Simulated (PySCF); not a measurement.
**Chlorine: a sound run and one with changed settings**

Sound run: Cl [Ne] 3s2 3p5, Cl⁺ [Ne] 3s2 3p4. All numbers are calculated (PySCF 2.14, no relativity, point nucleus, in aug-cc-pV(D+d)Z (5s4p3d, 32 functions)). In the sound run the correlated levels freeze [Ne]. The sound run starts from symmetry-adapted Hartree-Fock orbitals and uses a fine grid where one is needed.

Changed run: scalar relativity by spin-free X2C-1e. This setting is unsound on purpose.

```
species   method  sound run (hartree)  changed run (hartree)  converged
     Cl      UHF           -459.47306             -460.71618        yes
     Cl    B3LYP           -460.16159             -461.40387        yes
     Cl   M06-2X           -460.12305             -461.36588        yes
     Cl      MP2           -459.59580             -460.83893        yes
     Cl  CCSD(T)           -459.61807             -460.86113        yes
    Cl⁺      UHF           -459.03842             -460.28218        yes
    Cl⁺    B3LYP           -459.68018             -460.92308        yes
    Cl⁺   M06-2X           -459.64481             -460.88821        yes
    Cl⁺      MP2           -459.13231             -460.37602        yes
    Cl⁺  CCSD(T)           -459.15613             -460.39974        yes
```

Ionisation energy of Cl:

```
 method  sound run (eV)  changed run (eV)
    UHF          11.827            11.810
  B3LYP          13.100            13.083
 M06-2X          13.014            12.998
    MP2          12.612            12.596
SCS-MP2          12.587            12.571
   CCSD          12.547            12.531
CCSD(T)          12.570            12.555
```

Most of the change in total energy is the relativistic energy itself. On top of that the contraction fixes the core shape for the Hamiltonian it was made with, so the changed run is not a good calculation with the other Hamiltonian either.

For comparison, NIST gives 12.968 eV between the lowest levels.
